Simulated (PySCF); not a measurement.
Species: C₃H₆S.
Atom-mapped SMILES: `[CH3:1][C@H:2]1[CH2:3][S:4]1` (hydrogens: H5, H6, H7 on C1; H8 on C2; H9, H10 on C3)

The same species was optimised twice, with GFN2-xTB and with PBE0-D3(BJ)/def2-SVP (PySCF), and the same property calculations (PySCF, gas phase) were run on both structures.

```json
{"coordinate": "C3–H9 (Å)", "GFN2-xTB": "1.082", "PBE0-D3(BJ)/def2-SVP": "1.096", "change": "+0.014"}
{"coordinate": "C1–H6 (Å)", "GFN2-xTB": "1.090", "PBE0-D3(BJ)/def2-SVP": "1.103", "change": "+0.013"}
{"coordinate": "C3–H10 (Å)", "GFN2-xTB": "1.082", "PBE0-D3(BJ)/def2-SVP": "1.095", "change": "+0.013"}
{"coordinate": "C1–H5 (Å)", "GFN2-xTB": "1.088", "PBE0-D3(BJ)/def2-SVP": "1.100", "change": "+0.012"}
{"coordinate": "C1–H7 (Å)", "GFN2-xTB": "1.088", "PBE0-D3(BJ)/def2-SVP": "1.100", "change": "+0.012"}
{"coordinate": "C2–H8 (Å)", "GFN2-xTB": "1.086", "PBE0-D3(BJ)/def2-SVP": "1.097", "change": "+0.011"}
{"coordinate": "C3–S4 (Å)", "GFN2-xTB": "1.802", "PBE0-D3(BJ)/def2-SVP": "1.811", "change": "+0.009"}
{"coordinate": "C2–S4 (Å)", "GFN2-xTB": "1.811", "PBE0-D3(BJ)/def2-SVP": "1.820", "change": "+0.009"}
{"coordinate": "C2–C3 (Å)", "GFN2-xTB": "1.482", "PBE0-D3(BJ)/def2-SVP": "1.480", "change": "-0.002"}
{"coordinate": "C1–C2 (Å)", "GFN2-xTB": "1.503", "PBE0-D3(BJ)/def2-SVP": "1.503", "change": "0.000"}
{"coordinate": "C3–C2–H8 (°)", "GFN2-xTB": "116.8", "PBE0-D3(BJ)/def2-SVP": "115.5", "change": "-1.3"}
{"coordinate": "C1–C2–S4 (°)", "GFN2-xTB": "117.7", "PBE0-D3(BJ)/def2-SVP": "118.5", "change": "+0.8"}
{"coordinate": "S4–C3–H9 (°)", "GFN2-xTB": "114.7", "PBE0-D3(BJ)/def2-SVP": "115.5", "change": "+0.8"}
{"coordinate": "H6–C1–H7 (°)", "GFN2-xTB": "108.6", "PBE0-D3(BJ)/def2-SVP": "107.9", "change": "-0.7"}
{"coordinate": "S4–C3–H10 (°)", "GFN2-xTB": "115.0", "PBE0-D3(BJ)/def2-SVP": "115.7", "change": "+0.7"}
{"coordinate": "C2–C1–H7 (°)", "GFN2-xTB": "110.5", "PBE0-D3(BJ)/def2-SVP": "111.1", "change": "+0.6"}
{"coordinate": "C2–C1–H6 (°)", "GFN2-xTB": "109.8", "PBE0-D3(BJ)/def2-SVP": "110.4", "change": "+0.6"}
{"coordinate": "C2–C3–H9 (°)", "GFN2-xTB": "118.3", "PBE0-D3(BJ)/def2-SVP": "117.7", "change": "-0.6"}
```

Rotational constants: A = 11768, B = 4929, C = 3999 MHz (GFN2-xTB) against A = 11720, B = 4866, C = 3952 MHz (PBE0-D3(BJ)/def2-SVP). Point groups within 0.08 Å: C1 and C1.

On the GFN2-xTB structure: HOMO (eV) -6.46 [PBE0/pcSseg-1]; LUMO (eV) 0.46 [PBE0/pcSseg-1]; dipole (D) 2.13 [PBE0/pcSseg-1]; GIAO shielding of C1 (ppm) 162.0 [PBE0/pcSseg-1]; GIAO shielding of C2 (ppm) 154.6 [PBE0/pcSseg-1]; GIAO shielding of C3 (ppm) 158.5 [PBE0/pcSseg-1]; GIAO shielding of S4 (ppm) 708.3 [PBE0/pcSseg-1].

Problem. What do these properties become on the PBE0-D3(BJ)/def2-SVP structure?

Solution. 
```
                                    property          level  on GFN2-xTB  on PBE0-D3(BJ)/def2-SVP  change
                                   HOMO (eV)  PBE0/pcSseg-1        -6.46                    -6.49   -0.03
                                   LUMO (eV)  PBE0/pcSseg-1         0.46                     0.39   -0.07
                                  dipole (D)  PBE0/pcSseg-1         2.13                     2.16   +0.03
energy, GFN2-xTB geometry as zero (kcal/mol)  PBE0/pcSseg-1          0.0                     -0.2    -0.2
                  GIAO shielding of C1 (ppm)  PBE0/pcSseg-1        162.0                    160.1    -1.9
                  GIAO shielding of C2 (ppm)  PBE0/pcSseg-1        154.6                    152.4    -2.2
                  GIAO shielding of C3 (ppm)  PBE0/pcSseg-1        158.5                    155.0    -3.5
                  GIAO shielding of S4 (ppm)  PBE0/pcSseg-1        708.3                    704.9    -3.4
```

The heavy atoms differ by 0.008 Å rms after alignment. Among all bonds C1–H6, C3–H9 and C3–H10 change most and about equally (+0.013 to +0.014 Å). Changes are differences of the printed values. Neither structure is proved a minimum here.
